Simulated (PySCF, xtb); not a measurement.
hydrogen cyanide (CHN), SMILES C#N.

Harmonic wavenumbers (cm⁻¹) from xtb with GFN2-xTB at its own minimum, in rising order: 779, 779, 2295, 3282.

Task: What does PBE-D3(BJ)/def2-TZVPD (PySCF) give at its own minimum? (Estimate from the structure and the level; the computed values follow.)

Result: 725, 725, 2122, 3362. Paired by order, the mean absolute difference is 90 cm⁻¹ and the zero-point energies are 10.2 and 9.9 kcal/mol.
